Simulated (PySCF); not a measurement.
Some computed properties have been withheld. Give your best values.

Compound: C₅H₇ (charge +1).
Atom-mapped SMILES: `[CH:1]#[C:2][C+:3]([CH3:4])[CH3:5]` (hydrogens: H6 on C1; H7, H8, H9 on C4; H10, H11, H12 on C5)

| property | level | value |
| --- | --- | --- |
| point group | PBE0-D3(BJ)/def2-SVP | C2 |
| rotational constants A, B, C | PBE0-D3(BJ)/def2-SVP | 8.664, 3.904, 2.783 GHz |
| HOMO energy | B3LYP/def2-SVPD | -13.84 eV |
| LUMO energy | B3LYP/def2-SVPD | -9.36 eV |
| lowest singlet excitation | TDDFT B3LYP/def2-SVPD | ? |
| strongest line among the 10 lowest singlet transitions | TDDFT B3LYP/def2-SVPD | S8 at 8.02 eV (155 nm, f = 0.218) |
| lowest triplet excitation (Tamm–Dancoff) | TDA B3LYP/def2-SVPD | ? |
| static isotropic polarisability | B3LYP/def2-SVPD | 58.3 au |
| vertical ionisation energy | ΔSCF B3LYP/def2-SVPD | 16.34 eV |
| vertical electron affinity | ΔSCF B3LYP/def2-SVPD | ? |
| electronic spatial extent ⟨r²⟩ about the centre of nuclear charge | B3LYP/def2-SVPD | 451 bohr² |
| 13C chemical shifts (computed TMS as zero) by class | GIAO KT2/pcSseg-2 | 265.4 (C3), 203.5 (C1), 108.5 (C2), 51.9 (C4/C5) ppm |
| 1H chemical shifts (computed TMS as zero) by class | GIAO KT2/pcSseg-2 | 10.80 (H6), 3.90 (H7/H8/H9/H10/H11/H12) ppm |
| largest of the computed one-bond spin–spin couplings (means over like bonds) | B3LYP/pcJ-1, spin–dipole term left out | 13C–1H +303.5 (C1–H6), 13C–13C +191.8 (C1–C2), 13C–1H +142.6 (C4–H7 and 5 like it), 13C–13C +93.3 (C2–C3), 13C–13C +37.0 (C3–C4 and 1 like it) Hz |

The electronic properties come from PySCF, for the isolated species, density fitting. Isolated species at its PBE0-D3(BJ)/def2-SVP geometry, gas phase. NMR classes are plain means over equivalent atoms (diastereotopic ones count apart unless rotation or inversion swaps them), as if these changed places fast; in this geometry the members of some classes differ.

Question: The lowest singlet excitation?

Answer: 2.95 eV (420 nm, f = 0.000).

Question: The vertical electron affinity?

Answer: 7.19 eV.

Question: Give the lowest triplet excitation (Tamm–Dancoff).

Answer: 2.62 eV.

−ε(LUMO) is 9.36 eV against a ΔSCF electron affinity of 7.19 eV. The largest Löwdin shares of the HOMO are 0.44 on C1, 0.39 on C2 and 0.05 on C3. The principal polarisabilities are 37.7, 52.6 and 84.6 au; their mean is the isotropic value. The rotational constants make it an asymmetric top with κ = (2B − A − C)/(A − C) = -0.62, nearer the prolate limit (−1). The ΔSCF ionisation energy exceeds −ε(HOMO) by 2.50 eV with B3LYP. The vertical singlet–triplet gap S1 − T1 is 0.33 eV (TDDFT singlet less Tamm–Dancoff triplet; S1: HOMO→LUMO, weight 1.00; T1: HOMO→LUMO, weight 0.99).
